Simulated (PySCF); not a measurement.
Gas-phase reaction: HSiNH₂ + 2 NH₂ = H₃SiNH₂ + 2 NH

Method: PySCF energies plus ideal-gas RRHO corrections (1 bar). † marks an energy on the PBE0/def2-TZVP geometry and frequencies; other levels use their own. MP2 freezes the core. 6-31G* has spherical d functions here. Open shells (unrestricted): NH₂ (multiplicity 2), NH (multiplicity 3); the rest are closed-shell singlets. B3LYP is the form with VWN-RPA correlation. HSiNH₂, H₃SiNH₂: computed as isolated molecules; such fragments, hydroxides, amides, oligomers or adducts are transient or little studied in the gas. MP2 isn't extrapolated to the basis-set limit.

B3LYP/6-31G* gives ΔH°(298 K) = 175 kJ.

### Question
What do BLYP/def2-TZVP†, MP2/def2-TZVPP†, ωB97X-V/def2-TZVP† give?

### Answer
BLYP/def2-TZVP†: 210 kJ; MP2/def2-TZVPP†: 176 kJ; ωB97X-V/def2-TZVP†: 175 kJ. For scale, ΔH°(298 K) is 175 kJ at this level, 186 kJ at ωB97M-V/def2-TZVP†, and runs from -17 to 336 kJ over the 20 levels computed († marks an energy on the PBE0/def2-TZVP geometry).
